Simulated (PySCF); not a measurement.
Species: [AlMeH3]-, CH₆Al (charge -1).
SMILES: `[H][Al-]([H])([H])[CH3]`

The closed-shell ground state was solved at several levels (PySCF, density fitting, gas phase, non-relativistic). Geometry: PBE0-D3(BJ)/def2-SVP; no solvent, vibrations or thermal averaging. The geometry's basis has no diffuse functions, a weakness for an anion. No diffuse functions stand in pcSseg-1 (pcSseg-2 on Al), which bears on an anion's orbital energies.

| level | basis functions | HOMO (eV) | LUMO (eV) | gap (eV) |
| --- | --- | --- | --- | --- |
| wB97X-D/def2-SVPD | 92 | -4.15 | 5.34 | 9.49 |
| B3LYP/pcSseg-1 (pcSseg-2 on Al) | 90 | -2.01 | 4.90 | 6.91 |
| PBE0/pcSseg-1 (pcSseg-2 on Al) | 90 | -2.19 | 5.12 | 7.31 |

Task: Estimate the row for PBE/pcSseg-1 (pcSseg-2 on Al), a basis of 90 functions; the other rows only guide the guess.

Result: HOMO -0.97 eV, LUMO 4.49 eV, gap 5.46 eV.

Task: Over all these levels, which gives the widest orbital gap and which the narrowest?

Result: wB97X-D/def2-SVPD (range-separated hybrid) has the widest, 9.49 eV, and PBE/pcSseg-1 (pcSseg-2 on Al) (GGA) the narrowest, 5.46 eV. Functional and basis both differ between the two, so the spread mixes both effects.

Task: In the pcSseg-1 (pcSseg-2 on Al) basis, how does the gap go with the fixed share of exact exchange?

Result: PBE (0 %) 5.46 eV; B3LYP (20 %) 6.91 eV; PBE0 (25 %) 7.31 eV. Each rise in the share widens the gap here.
